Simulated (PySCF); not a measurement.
# SMILES C[C@@H]1C[P@]1(=O)P, C3H8OP2

Cartesian coordinates in Å; atom numbers follow the order of the lines, from 1:
```xyz
14

C    -1.279   -1.235    0.224
C    -0.774    0.106    0.680
C    -0.695    1.223   -0.400
P     0.900    0.700    0.291
O     1.681    1.575    1.185
P     1.978   -0.614   -1.067
H    -1.116   -1.994    0.988
H    -0.762   -1.541   -0.685
H    -2.347   -1.184    0.012
H    -1.161    0.438    1.639
H    -1.066    2.198   -0.114
H    -0.986    0.923   -1.396
H     2.841    0.440   -1.370
H     2.786   -1.034   -0.010
```

Computed, not measured: TDDFT B3LYP/aug-cc-pVDZ circular dichroism and optical rotation, one conformer, gas phase in PySCF 2.14.0. Geometry: GFN2-xTB.

(1) Draw the ECD and absorption spectra from the lowest 8 states, each a Gaussian of half-width 0.3 eV at 1/e height.

Results:

(1) 
```
E (eV)  λ (nm)  Δε (L mol⁻¹ cm⁻¹)  ε (L mol⁻¹ cm⁻¹)
  4.55     273              -0.35              23.4
  4.65     267              -0.94              63.7
  4.75     261              -2.04               139
  4.85     256              -3.54               246
  4.95     251              -4.87               357
  5.05     246              -5.22               451
  5.15     241              -4.11               574
  5.25     236              -1.71               906
  5.35     232              +1.38              1770
  5.45     228              +4.72              3550
  5.55     223              +8.06              6400
  5.65     219             +10.90              9900
  5.75     216             +12.30             13000
  5.85     212             +11.61             14300
  5.95     208              +9.30             13400
  6.05     205              +6.63             10800
```
Δε uses R in velocity form, ε uses f in length form. Only the states computed contribute, so the short-wavelength end is incomplete.
